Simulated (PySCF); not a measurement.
# Stretching NaS

Set-up: PySCF, no relativity, basis sets Na aug-pcseg-1, S aug-pcseg-1. Energies in eV from Na + S in their ground configurations at the same level. State: ²Π (doublet), unpaired electrons π ↑.

All columns are M06. A positive dipole means Na(−)S(+).

```csv
R (Å),E (eV),μ (D),Mulliken charge on Na (basis-dependent),HOMO (eV),LUMO (eV),Mayer bond order,⟨S²⟩
2.160,-2.381,-7.65,1.12,-5.17,-2.89,-0.27,0.75
2.261,-2.657,-7.97,1.09,-5.06,-2.78,-0.21,0.75
2.361,-2.809,-8.30,1.05,-4.96,-2.68,-0.13,0.76
2.437,-2.865,-8.55,1.03,-4.88,-2.61,-0.06,0.76
2.512,-2.883,-8.82,1.00,-4.81,-2.54,0.00,0.76
2.587,-2.873,-9.08,0.97,-4.74,-2.47,0.06,0.76
2.688,-2.827,-9.45,0.94,-4.65,-2.39,0.12,0.76
2.813,-2.733,-9.92,0.90,-4.54,-2.29,0.18,0.76
2.964,-2.589,-10.50,0.88,-4.42,-2.37,0.24,0.76
3.165,-2.371,-11.28,0.85,-4.28,-2.48,0.28,0.76
```

A fit through these points gives, at Re = 2.520 Å, μ = -8.84 D and dμ/dR = -3.54 D/Å; the reduced mass is 13.37 u.

Question: How strong is the fundamental in the double-harmonic approximation, I = 42.26·(dμ/dR)²/μred km/mol?

Answer: I = 42.26·(-3.54)²/13.37 = 39.6 km/mol at M06.

The state was picked by a PBE0 search and need not be the measured ground state.
